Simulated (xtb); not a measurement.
xtb input (GFN1-xTB):

```bash
xtb mol.xyz --gfn 1 --sp --chrg -1 --uhf 0
```
mol.xyz:
```
11

C      0.20259228     0.09912095     1.44002477
C     -0.00343710     0.12720683     0.06465403
H      0.33610835     1.01027003     2.01483663
H      0.26267791    -0.84089184     1.97627442
C     -0.11172426     1.22219079    -0.78632518
H     -0.00790611     2.23945213    -0.42186803
H     -0.27739402     1.08881405    -1.84913382
C     -0.08717194    -1.23676983    -0.61157471
H     -0.49909775    -1.98965260     0.06786304
H     -0.72089881    -1.19714553    -1.50318625
H      0.90495651    -1.58133872    -0.92545946
```

End of the output:

```
         :::::::::::::::::::::::::::::::::::::::::::::::::::::
         ::                     SUMMARY                     ::
         :::::::::::::::::::::::::::::::::::::::::::::::::::::
         :: total energy             -12.369966242923 Eh    ::
         :: gradient norm              0.011276012130 Eh/a0 ::
         :: HOMO-LUMO gap              3.927626264032 eV    ::
         ::.................................................::
         :: SCC energy               -12.559866679743 Eh    ::
         :: -> electrostatic           0.122375090644 Eh    ::
         :: repulsion energy           0.193022001792 Eh    ::
         :: dispersion energy         -0.003121564972 Eh    ::
         :: halogen bond corr.         0.000000000000 Eh    ::
         :: add. restraining           0.000000000000 Eh    ::
         :: total charge              -1.000000000000 e     ::
         :::::::::::::::::::::::::::::::::::::::::::::::::::::

           -------------------------------------------------
          |                Property Printout                |
           -------------------------------------------------

    * Orbital Energies and Occupations

         #    Occupation            Energy/Eh            Energy/eV
      -------------------------------------------------------------
         1        2.0000           -0.4368265             -11.8867
         2        2.0000           -0.3852784             -10.4840
         3        2.0000           -0.3719885             -10.1223
         4        2.0000           -0.3335657              -9.0768
         5        2.0000           -0.3295402              -8.9672
         6        2.0000           -0.3227536              -8.7826
         7        2.0000           -0.3017679              -8.2115
         8        2.0000           -0.2659682              -7.2374
         9        2.0000           -0.2463883              -6.7046
        10        2.0000           -0.2371798              -6.4540
        11        2.0000           -0.1990627              -5.4168
        12        2.0000           -0.0942728              -2.5653 (HOMO)
        13                          0.0500648               1.3623 (LUMO)
        14                          0.0591780               1.6103
        15                          0.1097598               2.9867
        16                          0.1205226               3.2796
        17                          0.1284475               3.4952
Note: The following floating-point exceptions are signalling: IEEE_DENORMAL
normal termination of xtb
        18                          0.1439380               3.9168
        19                          0.1683112               4.5800
        20                          0.1908802               5.1941
        21                          0.3191442               8.6844
        22                          0.4256545              11.5826
        23                          0.4544274              12.3656
       ...                                ...                  ...
        30                          0.7943888              21.6164
      -------------------------------------------------------------
                  HL-Gap            0.1443376 Eh            3.9276 eV
             Fermi-level           -0.0221040 Eh           -0.6015 eV

  Mulliken/CM5 charges         n(s)   n(p)   n(d)
     1C    -0.39806 -0.49739   0.992  3.406  0.000
     2C     0.06149  0.03825   1.063  2.876  0.000
     3H    -0.02807  0.02430   1.028  0.000  0.000
     4H    -0.03707  0.01599   1.037  0.000  0.000
     5C    -0.39806 -0.49739   0.992  3.406  0.000
     6H    -0.02807  0.02430   1.028  0.000  0.000
     7H    -0.03707  0.01599   1.037  0.000  0.000
     8C    -0.08463 -0.22847   1.004  3.081  0.000
     9H    -0.01615  0.03568   1.016  0.000  0.000
    10H    -0.01615  0.03568   1.016  0.000  0.000
    11H    -0.01815  0.03306   1.018  0.000  0.000

Wiberg/Mayer (AO) data.
largest (>0.10) Wiberg bond orders for each atom

 ---------------------------------------------------------------------------
     #   Z sym  total        # sym  WBO       # sym  WBO       # sym  WBO
 ---------------------------------------------------------------------------
     1   6 C    3.750 --     2 C    1.489     3 H    0.983     4 H    0.982
                             5 C    0.255
     2   6 C    3.976 --     1 C    1.489     5 C    1.489     8 C    0.989
     3   1 H    1.006 --     1 C    0.983
     4   1 H    1.006 --     1 C    0.982
     5   6 C    3.750 --     2 C    1.489     6 H    0.983     7 H    0.982
                             1 C    0.255
     6   1 H    1.006 --     5 C    0.983
     7   1 H    1.006 --     5 C    0.982
     8   6 C    3.981 --     2 C    0.989    10 H    0.986     9 H    0.986
                            11 H    0.983
     9   1 H    1.018 --     8 C    0.986
    10   1 H    1.018 --     8 C    0.986
    11   1 H    1.018 --     8 C    0.983
 ---------------------------------------------------------------------------

Topologies differ in total number of bonds
Writing topology from bond orders to xtbtopo.mol

 dipole moment from electron density (au)
     X       Y       Z
  -0.0423  -1.0288  -0.5130  total (Debye):    2.924

           -------------------------------------------------
          | TOTAL ENERGY              -12.369966242923 Eh   |
          | GRADIENT NORM               0.011276012130 Eh/α |
          | HOMO-LUMO GAP               3.927626264032 eV   |
           -------------------------------------------------

------------------------------------------------------------------------
------------------------------------------------------------------------
 total:
 SCF:
```

It need not be the lowest isomer of its formula. Whether it binds its extra electron was not tested at this geometry.
